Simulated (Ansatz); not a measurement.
```yaml
crystal:
  periodic: [false, false, false]
  atoms:
    - {symbol: Au, position_ang: [-0.312921, -0.000057, -0.000481]}
    - {symbol: Si, position_ang: [1.993928, 0.000366, 0.003065]}
    - {symbol: H, position_ang: [2.794810, 1.207485, 0.001502]}
    - {symbol: H, position_ang: [2.795244, -1.206460, 0.007091]}
basis:
  gaussian: {orbitals: def2-TZVP}
magnetization: {spin_polarized: true, initial_magnetization: 1}
hamiltonian: {xc: pbe0}
relax: {f_tol: 0.004, max_steps: 80}
```

```sh
$ ansatz run in.yaml --threads 1 --pin off --events-out ev --progress --plain --max-ram 2176MiB
```

Steps of the relaxation (energy above the last step; positions in Å, forces in eV/Å):

```
4
step 1, 46.5 meV
Au   -0.313    0.000    0.000    0.700    0.000    0.001
Si    1.994    0.000    0.003   -1.033    0.000   -0.002
H     2.795    1.207    0.002    0.166    0.592   -0.001
H     2.795   -1.206    0.007    0.167   -0.592    0.002
```

```
4
step 2, 1.3 meV
Au   -0.251    0.000    0.000    0.017    0.000    0.000
Si    2.002    0.000    0.003   -0.200    0.000    0.000
H     2.760    1.261    0.001    0.092    0.088    0.000
H     2.760   -1.260    0.007    0.092   -0.088    0.000
```

```
4
step 3, 0.0 meV
Au   -0.256    0.000    0.000    0.003    0.000    0.000
Si    1.995    0.000    0.003   -0.024    0.000    0.000
H     2.766    1.260    0.001    0.010    0.010    0.000
H     2.766   -1.259    0.007    0.010   -0.010    0.000
```

```
4
step 4, 0.0 meV
Au   -0.257    0.000    0.000    0.000    0.000    0.000
Si    1.994    0.000    0.003    0.000    0.000    0.000
H     2.766    1.260    0.001    0.000    0.000    0.000
H     2.767   -1.259    0.007    0.000    0.000    0.000
```

Close pairs at the end: Si2–H3 1.477 Å, Si2–H4 1.477 Å, Au1–Si2 2.251 Å.

A stationary point of unrestricted PBE0 after 4 steps, with ⟨S²⟩ = 0.758 against 0.75 for a pure state; no frequencies were run, so it isn't proven a minimum. 11 s on 1 thread of Intel Xeon 6975P-C, shared host.
